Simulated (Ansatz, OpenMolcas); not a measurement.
**A ladder of methods for BH2Cl− (SMILES [BH2-]Cl)**

BH2Cl− has 4 atoms, charge -1, and is taken as a doublet. SMILES: `[BH2-]Cl`. Geometry: relaxed at GFN2-xTB.

```xyz
4

B    -0.0727   -0.1943   -0.3373
Cl    1.3902    0.0624    0.8848
H    -0.9640   -0.7526    0.2646
H    -0.3535    0.8845   -0.8121
```

Each level gives the energy change with the B1–H4 bond stretched from 1.212 to 1.515 Å (eV). The values are calculated.

| level | kind | program | value (eV) | less FCI/STO-3G | CPU time (all runs) |
| --- | --- | --- | --- | --- | --- |
| USVWN5/STO-3G | LDA | Ansatz | 0.94 | +0.04 | 1.6 s |
| U-revPBE/STO-3G | GGA | Ansatz | 0.84 | -0.06 | 2.4 s |
| U-r2SCAN/STO-3G | meta-GGA | OpenMolcas | 0.95 | +0.05 | 13 s |
| UB3LYP/STO-3G | global hybrid | OpenMolcas | 0.94 | +0.04 | 11 s |
| U-wB97M-V/STO-3G | range-separated hybrid | Ansatz | 0.98 | +0.08 | 31 s |
| UHSE06/STO-3G | range-separated hybrid | Ansatz | 0.99 | +0.09 | 3.5 s |
| CASSCF(3,3)/STO-3G | multireference | OpenMolcas | 0.93 | +0.03 | 3.9 s |
| UBCCD(T)/STO-3G | coupled cluster or CI | Ansatz | 0.90 | 0.00 | 0.39 s |
| FCI/STO-3G | exact in the basis | Ansatz | 0.90 | 0.00 | 0.51 s |

FCI/STO-3G is exact within its basis and frozen core, so for wave-function methods in that basis the difference is their error; functionals converge differently with the basis, so for them it is only a difference. Where it was recorded, the anion's HOMO is positive in U-r2SCAN/STO-3G, UB3LYP/STO-3G: a fault of the level (basis or self-interaction), which says nothing on whether the real anion is bound. Sets without diffuse functions describe the anion poorly. The first shape isn't each level's own minimum. The values span 0.84 to 0.99 eV. All rows use very small basis sets, so none should be taken for the real molecule's value. In so small a basis fixed costs decide the times, and correlated methods can beat functionals. CPU times are rough (shared hosts, several kinds of processor and program).
